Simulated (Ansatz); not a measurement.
Relaxation of C$_{3}$H$_{3}$FO (8 atoms, charge 0, multiplicity 1), to a largest force component of 0.015 eV/Å in at most 40 steps.

Computed with RKS PBE-D4/cc-pVDZ in Ansatz 0.2.0.

```xyz
8
Properties=species:S:1:pos:R:3:forces:R:3
O -0.725 1.621 0.582 0.48 0.95 0.75
C -0.051 0.515 0.325 0.27 0.21 -0.03
C 0.048 -0.650 -0.264 0.32 -0.20 0.03
C 1.202 -0.225 0.571 -0.81 0.26 0.38
F 1.379 -0.807 1.826 0.11 -0.24 0.40
H -1.567 1.632 0.107 -0.58 -0.25 -0.37
H -0.365 -1.428 -0.853 -0.44 -0.96 -0.76
H 2.183 0.045 0.195 0.65 0.23 -0.39
```

**Question.** Where does it end, and by what steps?

**Answer.** It converged. After 4 steps the energy has fallen by 0.080 eV; H7 moved furthest, 0.06 Å.

```json
{"step": "0", "energy less start (eV)": "0.0000", "largest force component (eV/Å)": "0.965", "accepted": "yes"}
{"step": "1", "energy less start (eV)": "-0.0660", "largest force component (eV/Å)": "0.504", "accepted": "yes"}
{"step": "2", "energy less start (eV)": "-0.0787", "largest force component (eV/Å)": "0.148", "accepted": "yes"}
{"step": "3", "energy less start (eV)": "-0.0797", "largest force component (eV/Å)": "0.047", "accepted": "yes"}
{"step": "4", "energy less start (eV)": "-0.0798", "largest force component (eV/Å)": "0.011", "accepted": "yes"}
```

```xyz
8
Properties=species:S:1:pos:R:3
O -0.690 1.665 0.576
C -0.045 0.525 0.301
C 0.043 -0.666 -0.278
C 1.186 -0.215 0.584
F 1.362 -0.795 1.853
H -1.575 1.610 0.156
H -0.363 -1.474 -0.893
H 2.186 0.053 0.189
```

Whether the end is a true minimum wasn't checked by a vibrational analysis.

Time of the run: 18 s on 1 thread of Intel(R) Xeon(R) Platinum 8259CL CPU @ 2.50GHz (Skylake/Cascade Lake), with other jobs on the host, peak memory 0.14 GiB.
